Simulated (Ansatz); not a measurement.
A first try at a composite energy at a relaxed geometry of AlH₄ (charge -1), SMILES [AlH4-], using Ansatz's Python interface.

`alh4.py`:
```python
"""Relax AlH4(-) cheaply, then refine its energy."""

import itertools

import ansatz as az
from ase.data import atomic_numbers, covalent_radii
import numpy as np

geometry_ang = [
    ("Al", (-2e-05, 6e-05, -0.00108)),
    ("H", (1.44351, -0.50427, 0.55641)),
    ("H", (-1.18297, -0.6045, 0.93913)),
    ("H", (-0.20384, -0.51713, -1.53071)),
    ("H", (-0.05667, 1.62585, 0.03625)),
]
system = az.Crystal.molecule()
for symbol, xyz in geometry_ang:
    system = system.atom(symbol, xyz)

base = system.calculation().basis("def2-SVP").functional("PBE0").charge(-1)
symbols = [site.symbol for site in system.cartesian_sites]
start = np.array([site.position_ang for site in system.cartesian_sites], dtype=float)
data = base.relax(force_tolerance=0.01, max_steps=30).run(threads=1).report
end = np.array(data["positions_ang"])
# pairs closer than 1.2 times the sum of covalent radii, before or after
radius = [covalent_radii[atomic_numbers[s]] for s in symbols]
span = lambda where, i, j: np.linalg.norm(where[i] - where[j])
bonded = [(i, j) for i, j in itertools.combinations(range(len(symbols)), 2) if min(span(start, i, j), span(end, i, j)) < 1.2 * (radius[i] + radius[j])]
print("pair        before    after (A)")
for i, j in bonded:
    print(f"{symbols[i]}{i}-{symbols[j]}{j}".ljust(10), f"{span(start, i, j):8.4f} {span(end, i, j):8.4f}")

minimum = az.Crystal.molecule()
for symbol, place in zip(symbols, end):
    minimum = minimum.atom(symbol, place.tolist())
at_minimum = minimum.calculation().charge(-1)
# MP2 extrapolated to the basis limit, plus the small-basis difference CCSD(T) - MP2
level = lambda method, basis: at_minimum.basis(gaussian=basis).correlation(method).run(threads=1).report
small, large, cluster = level("mp2", "cc-pVDZ"), level("mp2", "cc-pVTZ"), level("ccsd_t", "cc-pVDZ")
corr = lambda each: (each["free_energy_ev"] - each["reference_energy_ev"]) / 27.211386246
mp2_limit = (27 * corr(large) - 8 * corr(small)) / 19
pieces = {"HF / cc-pVTZ": large["reference_energy_ev"] / 27.211386246, "MP2 correlation, DZ-TZ limit": mp2_limit, "CCSD(T) - MP2 / cc-pVDZ": corr(cluster) - corr(small)}
for name, value in pieces.items():
    print(f"{name:32s} {value:14.6f} Ha")
print(f"{'sum':32s} {sum(pieces.values()):14.6f} Ha")
print("T1 diagnostic", round(cluster["correlation"]["coupled_cluster"]["t1_diagnostic"], 4))
```

```console
$ python alh4.py
Traceback (most recent call last):
  File "alh4.py", line 20, in <module>
    base = system.calculation().basis("def2-SVP").functional("PBE0").charge(-1)
           ~~~~~~~~~~~~~~~~~~~~~~~~~~^^^^^^^^^^^^
  ...
ansatz.errors.InputError: .basis: cutoff (an energy: a number in eV, or e.g. 30 * az.Ry) is a number, got 'def2-SVP'
```
(Library frames cut from the traceback.)

What is wrong, and how is it mended?

The fault: the basis name must go under gaussian=. The cap on steps that the faulty run carried goes too. The correction:

```diff
--- before
+++ after
@@ -19,6 +19,6 @@
 
-base = system.calculation().basis("def2-SVP").functional("PBE0").charge(-1)
+base = system.calculation().basis(gaussian="def2-SVP").functional("PBE0").charge(-1)
 symbols = [site.symbol for site in system.cartesian_sites]
 start = np.array([site.position_ang for site in system.cartesian_sites], dtype=float)
-data = base.relax(force_tolerance=0.01, max_steps=30).run(threads=1).report
+data = base.relax(force_tolerance=0.01).run(threads=1).report
 end = np.array(data["positions_ang"])
```

The mended script runs so:

```console
$ python alh4.py
pair        before    after (A)
Al0-H1       1.6276   1.6508
Al0-H2       1.6275   1.6507
Al0-H3       1.6275   1.6509
Al0-H4       1.6272   1.6508
HF / cc-pVTZ                        -244.247381 Ha
MP2 correlation, DZ-TZ limit          -0.138725 Ha
CCSD(T) - MP2 / cc-pVDZ               -0.032930 Ha
sum                                 -244.419035 Ha
T1 diagnostic 0.0107
```

Reading the output:
- Total energies depend on the basis set; only differences at equal settings carry meaning.
- The sum leaves out core correlation, relativity, the Hartree-Fock basis error and zero-point energy; a DZ-TZ extrapolation is rough.
- Inner cores stay frozen, so this is valence correlation.
- For Al to Cl the sets with a tight d function, cc-pV(X+d)Z, are usual.
- An extrapolation from small basis sets is rough.
- Anions want diffuse functions, which this basis lacks.
- Wall time of the script: 3.5 s on 1 thread of Arm Neoverse V1, with other jobs on the host, peak memory 0.18 GiB.
